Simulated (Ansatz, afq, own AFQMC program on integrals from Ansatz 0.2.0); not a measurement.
**AFQMC, coupled cluster and functionals along a coordinate of SiH₄ + Si, triplet**

| atom | x (Å) | y (Å) | z (Å) |
| --- | --- | --- | --- |
| Si | -1.5764 | 0.0000 | 0.0000 |
| H | -2.0712 | 1.3997 | 0.0000 |
| H | -2.0712 | -0.6999 | 1.2122 |
| H | -2.0712 | -0.6999 | -1.2122 |
| H | -0.0917 | 0.0000 | 0.0000 |
| Si | 1.8026 | 0.0000 | 0.0000 |

A hydrogen atom is moved from one rigid fragment to the other; the Si1–H5 distance tells how far. The two fragments are held close together, so this isn't a minimum-energy path and the start is a compressed complex. Energies in kcal/mol count from this geometry (1.485 Å) at the same level; the start stands on UHF, each point on the determinant named.

Basis cc-pVTZ. Noble-gas cores (and the filled d shells of Ga–Kr and In–Xe) are frozen. Integrals, coupled cluster, full CI and functionals: Ansatz 0.2.0; the random walks run on the same integrals in our own AFQMC program. ph-AFQMC/CISD is guided by a CISD state made of CCSD amplitudes; releasing the constraint for a short imaginary time cuts its bias at the price of noise, slowly where states lie close. ± is one standard error of the sampling.

Cautions, each for one point or more: lower spins were not checked; the ph-AFQMC/CISD walk drifts between its halves.

```tsv
r(Si1–H5) / Å	det.	T1	weight	⟨S²⟩	CCSD(T)	ph-AFQMC/CISD	wB97M-V	B3LYP
1.679	UHF	0.021	0.85	2.03	5.6	5.5 ± 0.2	6.2	4.9
1.744	UHF	0.022	0.84	2.03	9.8	9.8 ± 0.1	10.6	8.7
1.809	UHF	0.023	0.84	2.03	14.9	14.7 ± 0.2	16.0	13.5
1.939	UHF	0.024	0.84	2.03	28.7	28.9 ± 0.2	30.4	26.8
```

Weight is that of the determinant in the CISD state; at the start T1 is 0.019 and the weight 0.85, and ⟨S²⟩ is 2.03. Largest departures from phaseless AFQMC with a CISD trial: CCSD(T) 0.2 kcal/mol at 1.809 (on UHF) (within the noise), wB97M-V 1.5 kcal/mol at 1.939, B3LYP -2.1 kcal/mol at 1.939. The walk's constraint bias lies outside its error bars, so these are departures and not errors. Functionals count only at points shown to share the start's state and spin.

Some points may be missing: those where a free walk finds a much lower state, and past Zn most of those on another determinant than at the start.

A walk keeps the symmetry of its determinant, which the program's search chose and which needn't be the lowest solution, so a lower state of the same spin and another symmetry isn't excluded.
